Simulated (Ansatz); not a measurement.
This Ansatz (a quantum-chemistry and plane-wave program) input (MP2/cc-pV(5+d)Z) gives -498.92419 Eh with 301 basis functions. A basis named .json is the Basis Set Exchange file of that set (core-valence sets with the plain set on hydrogen).

Ansatz 0.2 input:
```yaml
crystal:
  periodic: [false, false, false]
  atoms:
    - {symbol: C, position_ang: [0.01909113, 0.15267994, -1.32752912]}
    - {symbol: Cl, position_ang: [-0.01118660, 0.00667210, 0.64763898]}
    - {symbol: H, position_ang: [0.90111306, -0.49482969, -1.50763755]}
    - {symbol: H, position_ang: [-0.82548774, -0.53467571, -1.53705043]}
basis:
  gaussian:
    orbitals: cc-pV_5+d_Z.json
total_charge: -1
magnetization: {spin_polarized: false}
correlation: {method: mp2, electrons: outside_noble_gas}
```

Change:
```diff
- orbitals: cc-pV_5+d_Z.json
+ orbitals: pcseg-4.json
```

Task: What does the run give now?

Result: -498.91825 Eh (MP2/pcseg-4, 328 functions), a change of +5.94 mEh.
